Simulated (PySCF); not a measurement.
From results back to the method.

Compound: C2H7OP.
Atom-mapped SMILES: `[CH3:1][PH:2]([CH3:3])=[O:4]` (hydrogens: H5, H6, H7 on C1; H8 on P2; H9, H10, H11 on C3)

Structure used (PBE0-D3(BJ)/def2-SVP), in Å, numbered top down from 1:
```xyz
11
C2H7OP angstrom
C     -1.3996    0.3260    0.2732
P      0.3449    0.7003   -0.0601
C      1.1613   -0.9147   -0.2021
O      0.9807    1.6501    0.9022
H     -1.8275   -0.3420   -0.4891
H     -1.9620    1.2704    0.2938
H     -1.4774   -0.1450    1.2644
H      0.3034    1.1346   -1.4233
H      2.2121   -0.7555   -0.4829
H      1.1363   -1.4119    0.7791
H      0.6728   -1.5540   -0.9527
```

The closed-shell ground state was solved 4 times with PySCF (density fitting, gas phase), always with PBE0, in these basis sets: IGLO-III, aug-cc-pVDZ, cc-pVDZ and cc-pVTZ.

```csv
row,total energy (Eh),HOMO (eV),LUMO (eV),dipole (D)
P,-496.7958,-7.62,0.86,4.20
Q,-496.8070,-7.73,0.46,4.32
R,-496.7280,-7.65,-0.28,4.38
S,-496.7066,-7.30,1.45,4.00
```

Which basis belongs to which row?

P = cc-pVTZ, Q = IGLO-III, R = aug-cc-pVDZ, S = cc-pVDZ. From the lowest total energy up: IGLO-III (219 functions) 0 eV; cc-pVTZ (222 functions) +0.31 eV; aug-cc-pVDZ (159 functions) +2.15 eV; cc-pVDZ (95 functions) +2.73 eV.
